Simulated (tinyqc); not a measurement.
LCCD on RHF in the sto-6g basis, for HF, spin multiplicity 1, step by step. One step of it, computed by the program tinyqc.

Task: Orthogonalisation. S = U s U^T; symmetric (Loewdin) form X = U s^(-1/2) U^T, so that X^T S X = 1.

overlap S, order 1F 1s, 1F 2s, 1F 2px, 1F 2py, 1F 2pz, 2H 1s:
```
[[1.000000, 0.232479, 0.000000, 0.000000, 0.000000, 0.055002],
 [0.232479, 1.000000, 0.000000, 0.000000, 0.000000, 0.476113],
 [0.000000, 0.000000, 1.000000, 0.000000, 0.000000, 0.000000],
 [0.000000, 0.000000, 0.000000, 1.000000, 0.000000, 0.000000],
 [0.000000, 0.000000, 0.000000, 0.000000, 1.000000, 0.360360],
 [0.055002, 0.476113, 0.000000, 0.000000, 0.360360, 1.000000]]
```

Give: eigenvalues of S; X.

Result:

eigenvalues of S: [0.388, 0.850, 1.000, 1.000, 1.118, 1.645]

X, order 1F 1s, 1F 2s, 1F 2px, 1F 2py, 1F 2pz, 2H 1s:
```
[[1.022, -0.131, 0.000, 0.000, -0.008, 0.022],
 [-0.131, 1.143, 0.000, 0.000, 0.090, -0.318],
 [0.000, 0.000, 1.000, 0.000, 0.000, 0.000],
 [0.000, 0.000, 0.000, 1.000, 0.000, 0.000],
 [-0.008, 0.090, 0.000, 0.000, 1.067, -0.237],
 [0.022, -0.318, 0.000, 0.000, -0.237, 1.185]]
```
